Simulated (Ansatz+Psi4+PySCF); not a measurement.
```xyz
3

F     0.0000    1.1106   -0.2737
O     0.0000    0.0000    0.6159
F     0.0000   -1.1106   -0.2737
```

Basis set: cc-pVTZ (spherical functions). Frozen core: 3 orbitals. Charge 0, multiplicity 1.

Computed with Ansatz (development build ahead of 0.2.0) and Psi4 1.11; each method stands on the lowest determinant of its kind that the runs found. Restricted open shells among the atoms or ions are ROHF, correlated in semicanonical orbitals with singles.

(1) Give the vertical ionization energy (product with multiplicity 2 at the same shape, open shells in the same class of orbitals) of singlet OF₂ by RHF-CCSD(T), RHF-CCSD, RHF-MP2, RHF.

Answers

(1)

```json
{"method": "RHF-CCSD(T)", "ionization energy": "13.19 eV"}
{"method": "RHF-CCSD", "ionization energy": "13.35 eV"}
{"method": "RHF-MP2", "ionization energy": "14.04 eV"}
{"method": "RHF", "ionization energy": "13.12 eV"}
```

Caution: an unrestricted determinant lies well below; unrestricted orbitals would lower the determinant. Caution for RHF-CCSD(T), RHF-CCSD, RHF-MP2: large amplitudes, a single reference is doubtful.
